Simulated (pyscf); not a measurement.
Thermochemistry of product channels of HO–Ti(F)(F)–F (SMILES [OH][Ti]([F])([F])[F]) on the singlet surface, in eV, from ωB97M-D3(BJ)/def2-TZVP energies (ideal gas, 1 atm, RRHO with modes under 100 cm⁻¹ raised to 100, one conformer, R ln 2 for rigid chiral ones). Single points on ωB97X-D3(BJ)/def2-SVP structures (PySCF, gas phase).

```csv
products,ΔE,ΔH(298 K),ΔG(600 K),ΔG(900 K)
HO–Ti–F (SMILES [OH][Ti][F]) [singlet] + F–F (SMILES FF),+11.19,+11.13,+10.26,+9.85
O=Ti(F)–F (SMILES [O]=[Ti]([F])[F]) + HF (SMILES F),+2.86,+2.81,+2.00,+1.62
```

These are energies of the channels, which say nothing of barriers. HO–Ti–F [singlet] is an excited spin state, 1.09 eV over the triplet at ωB97X-D3(BJ). A restricted singlet here is unstable towards spin polarisation, as is usual where a triplet lies low; its energy is less safe.
